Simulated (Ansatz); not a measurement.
Ansatz (a program for electronic structure) input (HF/3-21G): The .json file is the Basis Set Exchange's 3-21G.

Ansatz 0.2 input:
```yaml
crystal:
  periodic: [false, false, false]
  atoms:
    - {symbol: C, position_ang: [0.03001831, 0.38890657, 0.00079542]}
    - {symbol: C, position_ang: [1.23978496, -0.08731897, -0.00655119]}
    - {symbol: F, position_ang: [-1.07186953, -0.39122524, 0.00452518]}
    - {symbol: H, position_ang: [-0.22543144, 1.44614772, 0.00468087]}
    - {symbol: H, position_ang: [2.25343763, 0.26535385, -0.01087281]}
basis:
  gaussian:
    orbitals: 3-21G.json
hamiltonian:
  xc: {name: HF}
magnetization: {spin_polarized: true, initial_magnetization: 1}
relax: {f_tol: 0.003, max_steps: 120}
```

From the last part of the output:

```
the calculation of the forces begins
reference -4769.45017270 eV, -175.2740609974 hartree; 12, 11 occupied and 19, 20 virtual orbitals, 416 factors
relax step   2: F+E_penalty+E_count = -4769.45017270 eV  Δ(F+E_penalty+E_count) = -2.712e-2 eV  max|allowed force component| = 6.633e-1 eV/Å  Δτ_max = 0.0137 Å  (31 SCF iters, accepted)
these checks for a lower state are left out or cut short: starts, cluster_reference, orbital_swaps, neighbouring_geometries, increment
integrals: 0.00 GiB planned
416 factors; integrals over basis functions are off by at most 6.4e-4 eV
mean field: 0.06 GiB planned
mean field -4769.45894191 eV, -175.2743832598 hartree, gradient 2.6e-5 eV, S^2 1.019923; 0 other end points of the search recorded, 0 dependent functions left out
the calculation of the forces begins
reference -4769.45894191 eV, -175.2743832598 hartree; 12, 11 occupied and 19, 20 virtual orbitals, 416 factors
relax step   3: F+E_penalty+E_count = -4769.45894191 eV  Δ(F+E_penalty+E_count) = -8.769e-3 eV  max|allowed force component| = 1.671e-1 eV/Å  Δτ_max = 0.0186 Å  (31 SCF iters, accepted)
these checks for a lower state are left out or cut short: starts, cluster_reference, orbital_swaps, neighbouring_geometries, increment
integrals: 0.00 GiB planned
416 factors; integrals over basis functions are off by at most 6.4e-4 eV
mean field: 0.06 GiB planned
mean field evaluation 32: about -4769.4607 eV, gradient 2.3e-5 eV
mean field -4769.46067423 eV, -175.2744469216 hartree, gradient 2.3e-5 eV, S^2 1.022973; 0 other end points of the search recorded, 0 dependent functions left out
the calculation of the forces begins
reference -4769.46067423 eV, -175.2744469216 hartree; 12, 11 occupied and 19, 20 virtual orbitals, 416 factors
relax step   4: F+E_penalty+E_count = -4769.46067423 eV  Δ(F+E_penalty+E_count) = -1.732e-3 eV  max|allowed force component| = 9.832e-2 eV/Å  Δτ_max = 0.0139 Å  (32 SCF iters, accepted)
these checks for a lower state are left out or cut short: starts, cluster_reference, orbital_swaps, neighbouring_geometries, increment
integrals: 0.00 GiB planned
416 factors; integrals over basis functions are off by at most 6.4e-4 eV
mean field: 0.06 GiB planned
mean field -4769.46075866 eV, -175.2744500242 hartree, gradient 2.3e-5 eV, S^2 1.020539; 0 other end points of the search recorded, 0 dependent functions left out
the calculation of the forces begins
reference -4769.46075866 eV, -175.2744500242 hartree; 12, 11 occupied and 19, 20 virtual orbitals, 416 factors
relax step   5: F+E_penalty+E_count = -4769.46075866 eV  Δ(F+E_penalty+E_count) = -8.443e-5 eV  max|allowed force component| = 5.328e-2 eV/Å  Δτ_max = 0.0099 Å  (32 SCF iters, accepted)
these checks for a lower state are left out or cut short: starts, cluster_reference, orbital_swaps, neighbouring_geometries, increment
integrals: 0.00 GiB planned
416 factors; integrals over basis functions are off by at most 6.4e-4 eV
mean field: 0.06 GiB planned
mean field -4769.46091495 eV, -175.2744557677 hartree, gradient 2.3e-5 eV, S^2 1.021076; 0 other end points of the search recorded, 0 dependent functions left out
the calculation of the forces begins
reference -4769.46091495 eV, -175.2744557677 hartree; 12, 11 occupied and 19, 20 virtual orbitals, 416 factors
relax step   6: F+E_penalty+E_count = -4769.46091495 eV  Δ(F+E_penalty+E_count) = -1.563e-4 eV  max|allowed force component| = 1.842e-3 eV/Å  Δτ_max = 0.0039 Å  (32 SCF iters, accepted)
integrals: 0.00 GiB planned
416 factors; integrals over basis functions are off by at most 6.4e-4 eV
mean field: 0.06 GiB planned
mean field evaluation 64: about -4766.7590 eV, gradient 1.5e0 eV
mean field -4769.46091495 eV, -175.2744557677 hartree, gradient 2.3e-5 eV, S^2 1.021076; 1 other end points of the search recorded, 0 dependent functions left out
the calculation of the forces begins
reference -4769.46091495 eV, -175.2744557677 hartree; 12, 11 occupied and 19, 20 virtual orbitals, 416 factors
Total energy: -4769.46091495 eV, -175.2744557677 hartree
Atom 0 at     0.032564     0.390490     0.000786 Å, force    -0.000556    -0.000323     0.000002 eV/Å
Atom 1 at     1.248851    -0.123245    -0.006685 Å, force     0.001842    -0.000988    -0.000012 eV/Å
Atom 2 at    -1.088933    -0.390170     0.004615 Å, force    -0.000596    -0.000314     0.000002 eV/Å
Atom 3 at    -0.189024     1.437063     0.004473 Å, force    -0.001009     0.001778     0.000009 eV/Å
Atom 4 at     2.222482     0.307726    -0.010611 Å, force     0.000319    -0.000152    -0.000002 eV/Å
Dipole moment:     0.339885     0.368415    -0.000839 e Å
```

The geometry given is a B3LYP-D3(BJ)/def2-TZVP minimum.

The determinant is spin-contaminated: <S^2> is 1.02 against 0.75 for a pure state.
